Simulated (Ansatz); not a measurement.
Low singlet and triplet states of AsH$_{2}$⁺ by full CI

```xyz
3

As    0.0000   -0.0281    0.0000
H     0.0000    1.0446   -1.0909
H     0.0000    1.0446    1.0909
```

Basis cc-pVDZ; Ansatz 0.2.0. Correlated methods freeze the noble-gas cores and the filled d shells of p-block atoms, which leaves 6 electrons in 23 orbitals. No spin–orbit coupling is included, and no scalar relativity.

Problem. From the orbital picture of this species, estimate the order, symmetries and energies of the lowest 4 singlet and 2 triplet states at this geometry (other spins aside; irreps A1, B1, B2, A2 in the program's axes; members of a degenerate level count singly).

Solution. Full CI in cc-pVDZ gives:
```
2S+1  irrep  energy above the lowest listed (eV)
   1     A1                                0.000
   3     B1                                1.390
   1     B1                                2.654
   3     A2                                3.651
   1     A2                                4.221
   1     A1                                6.118
```

18 s on 1 thread of Arm Neoverse V1, shared host.
